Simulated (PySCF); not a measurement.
# CCl: bond curves at several levels of theory

The task here is to estimate one member of a computed series from the others.

Method: C aug-pcseg-1, Cl aug-pcseg-1, no relativity; program: PySCF 2.14.0.

Set-up of the first run:

The job is set up so:

- atoms: C, Cl
- charge: 0
- basis: C aug-pcseg-1, Cl aug-pcseg-1
- Hamiltonian: no relativity
- basis functions: 50
- electrons treated: 23
- masses in u: 12.0000, 34.9689
- levels: PBE0, PBE, r²SCAN, BP86, B3LYP, TPSS, HF, MP2, SCS-MP2, CCSD, CCSD(T)
- grid: 80 radial by 434 angular points
- occupations: held fixed by the projection of orbital angular momentum
- dissociation limit: C + Cl, each in its ground configuration
- starting distance in angstrom: 1.680
- values of 2S to try: 1, 3

The run is started by

```console
$ OMP_NUM_THREADS=1 python dia.py task.json out
```

Steps of the session up to this table: Input; PBE0 along the bond; Higher solutions at PBE0; PBE (GGA); r²SCAN (meta-GGA); BP86; B3LYP (global hybrid GGA); TPSS; UHF (mean field); MP2 and coupled cluster.

One table of the session follows, with a row left open; its other results are not shown here.

Energy (eV) from each level's lowest point:

```
R (Å)    UHF  UHF-MP2  UHF-SCS-MP2  UHF-CCSD  UHF-CCSD(T)
1.436  1.153    1.085        1.119       n/a          n/a
1.503  0.521    0.474        0.499     0.536        0.553
1.570  0.172    0.145        0.160     0.180        0.190
1.620      ?        ?            ?         ?            ?
1.670  0.000    0.000        0.000     0.000        0.000
1.720  0.021    0.032        0.024     0.017        0.011
1.787  0.123    0.145        0.127     0.111        0.098
1.870  0.331    0.362        0.332     0.309        0.285
1.971  0.650    0.690        0.645     0.614        0.577
2.104  1.121    1.221        1.165       n/a          n/a
```

Q: Estimate the row for R (Å) = 1.620 from the others.

Worked estimate for «UHF». A straight line through the neighbours (1.570, 0.172) and (1.670, 0.000) gives 0.172 + (0.000 − 0.172) × (1.620 − 1.570) / (1.670 − 1.570) = 0.086; a parabola fitted to 4 rows on both sides gives 0.039.

As computed: UHF: 0.043; UHF-MP2: 0.031; UHF-SCS-MP2: 0.039; UHF-CCSD: 0.048; UHF-CCSD(T): 0.053. In «UHF» the line misses by +0.043 and the parabola by -0.004.
